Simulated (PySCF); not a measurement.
## Mg(NH2)2: 4 charge schemes on one density

Species: Mg(NH2)2.
Cartesian coordinates in Å at the PBE0-D3(BJ)/def2-SVP level; atoms count from 1:
```
atom  x, y, z in Å
Mg1   -0.0004    0.0022   -0.0002
N2    -0.0140   -0.0008    1.8922
H3     0.0614    0.8105    2.4994
H4    -0.0797   -0.8134    2.4987
N5     0.0099    0.0065   -1.8928
H6     0.8265   -0.0259   -2.4964
H7    -0.8038    0.0208   -2.5011
```

Density: PBE0/pcSseg-1 (PySCF); schemes: Mulliken, IAO, Hirshfeld and ESP-fitted. Isolated species at its PBE0-D3(BJ)/def2-SVP geometry, gas phase.

Problem. Give the atomic charges in each scheme.

Solution. In e; atoms taken as equivalent share a row and are averaged (×n: the atom named and its like, n in all):

```csv
atom,environment,Mulliken,IAO,Hirshfeld,ESP-fitted
Mg1,magnesium bonded to 2 N,+1.306,+1.575,+0.742,+1.550
N2/N5,nitrogen bonded to Mg and 2 H,-0.990,-1.243,-0.508,-1.706
H3/H4/H6/H7,hydrogen on N2,+0.168,+0.228,+0.068,+0.466
```

Mean size of the charges over all atoms: ESP-fitted 0.975 e, IAO 0.711 e, Mulliken 0.566 e, Hirshfeld 0.290 e. Each set sums to the total charge, 0, to within 0.001 e. The ESP scheme is a least-squares fit of atom-centred charges to the potential on four shells outside the van der Waals surface, with the total charge fixed.

Lowest charge. All schemes agree: Mulliken N2/N5 (-0.990); IAO N2/N5 (-1.243); Hirshfeld N2/N5 (-0.508); ESP-fitted N2/N5 (-1.706).

Highest charge. All schemes agree: Mulliken Mg1 (+1.306); IAO Mg1 (+1.575); Hirshfeld Mg1 (+0.742); ESP-fitted Mg1 (+1.550).

Problem. How many electrons does the ESP-fitted scheme count on Mg1?

Solution. Z − q = 12 − (+1.550) = 10.450.

Problem. Sum the charges by element, for elements with more than one atom.

Solution. 
| element | atoms | Mulliken | IAO | Hirshfeld | ESP-fitted |
| --- | --- | --- | --- | --- | --- |
| N | 2 | -1.980 | -2.487 | -1.015 | -3.413 |
| H | 4 | +0.674 | +0.912 | +0.274 | +1.863 |

The run behind these numbers computed NMR shieldings as well. Time: 3.5 s. Hardware: one thread, x86-64 server (shared host).
